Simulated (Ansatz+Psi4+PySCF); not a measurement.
## doublet CH₃O: levels of theory in one basis

```xyz
5

C    -0.0130   -0.5784   -0.0040
O    -0.0156    0.8023   -0.0066
H     1.0509   -0.8617   -0.0054
H    -0.4714   -1.0130    0.9003
H    -0.4671   -1.0144   -0.9035
```

Basis set: cc-pVTZ (spherical functions). Frozen core: 2 orbitals. Correlation on ROHF uses semicanonical orbitals with singles. Charge 0, multiplicity 2.

Computed with Ansatz (development build ahead of 0.2.0) and Psi4 1.11; each method stands on the lowest determinant of its kind that the runs found.

```json
{"method": "ROHF", "E − E(ROHF) (eV)": "0.00", "<S²> of the determinant": "0.75"}
{"method": "UHF", "E − E(ROHF) (eV)": "-0.15", "<S²> of the determinant": "0.76"}
{"method": "ROHF-MP2", "E − E(ROHF) (eV)": "-10.19", "<S²> of the determinant": "–"}
{"method": "UHF-MP2", "E − E(ROHF) (eV)": "-10.17", "<S²> of the determinant": "0.76"}
{"method": "ROHF-CCSD", "E − E(ROHF) (eV)": "-10.93", "<S²> of the determinant": "–"}
{"method": "UHF-CCSD", "E − E(ROHF) (eV)": "-10.93", "<S²> of the determinant": "0.76"}
```

What does ROHF-CCSD(T) give on the same scale?

-11.28 eV.
